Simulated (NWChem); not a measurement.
# BH2SO (SMILES O[B]S): UMP2/cc-pVDZ

What is the vertical ionisation energy of BH2SO at UMP2/cc-pVDZ? 

Program for the calculation: NWChem 7.3.0.

## 1. The structure to begin with

BH2SO: 5 atoms, total charge 0, spin state doublet. As SMILES, `O[B]S`. Geometry: relaxed at PBE0-D4/def2-TZVP. This is a higher conformer, about 7 kJ/mol above the lowest found by a separate search.

Bond lengths: O1–B2 1.334 Å, B2–S3 1.785 Å, O1–H4 0.966 Å, S3–H5 1.356 Å. Angles: O1–B2–S3 132.0°, B2–O1–H4 116.7°, B2–S3–H5 99.8°.

## 2. A single-point energy at UMP2/cc-pVDZ

mol.nw reads:

```
start mol
memory total 2200 mb

geometry units angstroms noautosym nocenter noautoz
  O       -1.294700      -0.054700      -0.435600
  B       -0.454300       0.825600       0.109700
  S        1.253800       0.694200       0.611100
  H       -0.947100      -0.940000      -0.604700
  H        1.492100      -0.598600       0.278200
end

basis spherical bse
  * library cc-pVDZ
end

scf
  nopen 1
  uhf
  thresh 0.01
  maxiter 80
  print low
end

mp2
  freeze core 7
  tight
end

task mp2 energy
```

Run with:

```console
nwchem mol.nw > mol.out
```

What it wrote:

```text
[...]
  functions       =    56
[...]
  wavefunction    = UHF
[...]
         Total SCF energy =   -498.268296946952
      One electron energy =   -847.932260040432
      Two electron energy =    268.814184814658
 Nuclear repulsion energy =     80.849778278823
                       Sz =      0.5000
                 Sz(Sz+1) =      0.7500
                      S^2 =      0.7553
[...]
          Total MP2 energy          -498.650504139113
[...]
```

Wall time 22 s (1 thread of Intel Xeon Platinum 8488C (Sapphire Rapids), shared host); peak memory 0.12 GiB.

## 3. The singlet cation

bh2os.nw reads:

```
start bh2os
memory total 2200 mb
charge 1
geometry noautosym nocenter noautoz
 O     -1.294700    -0.054700    -0.435600
 B     -0.454300     0.825600     0.109700
 S      1.253800     0.694200     0.611100
 H     -0.947100    -0.940000    -0.604700
 H      1.492100    -0.598600     0.278200
end
basis spherical bse
 * library cc-pVDZ
end
scf
 singlet
 rhf
 thresh 0.01
 maxiter 80
 noprint "final vectors analysis"
end
mp2
 freeze core 7
 tight
end
task mp2
```

Run with:

```console
nwchem bh2os.nw > bh2os.out
```

What it wrote:

```text
[...]
  functions       =    56
[...]
  wavefunction    = RHF
[...]
         Total SCF energy =   -497.971071628612
      One-electron energy =   -839.601133250707
      Two-electron energy =    260.780283343272
 Nuclear repulsion energy =     80.849778278823
        Time for solution =     14.0s
[...]
          Total MP2 energy          -498.353327290650
[...]
```

Run time: 17 s. Hardware: 1 thread of Intel Xeon Platinum 8488C (Sapphire Rapids), shared host; peak memory 0.12 GiB.

## 4. Outcome

At UMP2/cc-pVDZ, 7 core orbitals frozen:

```
                                                   quantity          value
                                doublet BH2SO: total energy  -498.65050 Eh
 doublet BH2SO: correlation energy (7 core orbitals frozen)     -382.2 mEh
           doublet BH2SO: ⟨S²⟩ of the reference determinant          0.755
                               singlet cation: total energy  -498.35333 Eh
singlet cation: correlation energy (7 core orbitals frozen)     -382.3 mEh
         vertical ionisation energy (to the singlet cation)       8.087 eV
```

The vertical ionisation energy comes to 8.09 eV (186 kcal/mol). Only the singlet of the ionised species was computed; a triplet could lie lower. Mulliken charges (singlet cation) run from -0.09 on O1 to +0.52 on B2; they depend strongly on the basis.
